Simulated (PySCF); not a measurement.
Estimate the missing entries of this data sheet.

CFCl3.
Geometry (GFN2-xTB, Å), atoms numbered from 1 in this order:
```
atom  x, y, z in Å
F1     0.0603   -0.1410    1.3961
C2     0.0046   -0.0063    0.0667
Cl3   -0.4579    1.6606   -0.3126
Cl4    1.6028   -0.3706   -0.6039
Cl5   -1.2011   -1.1397   -0.5634
```

```json
{"property": "point group of the GFN2-xTB geometry", "level": "GFN2-xTB", "value": "C3v"}
{"property": "rotational constants A, B, C of the GFN2-xTB geometry", "level": "GFN2-xTB", "value": "2.444, 2.444, 1.709 GHz"}
{"property": "dipole moment", "level": "B3LYP/cc-pCVDZ", "value": "?"}
{"property": "HOMO energy", "level": "B3LYP/cc-pCVDZ", "value": "-8.73 eV"}
{"property": "LUMO energy", "level": "B3LYP/cc-pCVDZ", "value": "-1.32 eV"}
{"property": "13C isotropic shieldings by class", "level": "GIAO B3LYP/cc-pCVDZ", "value": "?"}
{"property": "isotropic shieldings of nuclei other than C and H, by class", "level": "GIAO B3LYP/cc-pCVDZ", "value": "?"}
```

Electronic properties: PySCF, gas phase, density fitting. The shieldings hold no spin–orbit term; for a carbon that bears several chlorines this term is known to matter.

Question: What is the dipole moment?

Answer: 0.28 D.

Question: The isotropic shieldings of nuclei other than C and H, by class?

Answer: 185 (F1), 397 (Cl3/Cl4/Cl5) ppm.

Question: Give the 13C isotropic shieldings by class.

Answer: 36.1 (C2) ppm.

With B = h/(8π²I), that is 505.379 GHz u Å² over I, the principal moments of inertia are 206.7, 206.8 and 295.7 u Å² (most abundant isotopes). The rotational constants are those of an oblate symmetric top. The dipole equals about 0.9 × 10⁻³⁰ C·m (1 D = 3.33564 × 10⁻³⁰ C·m).
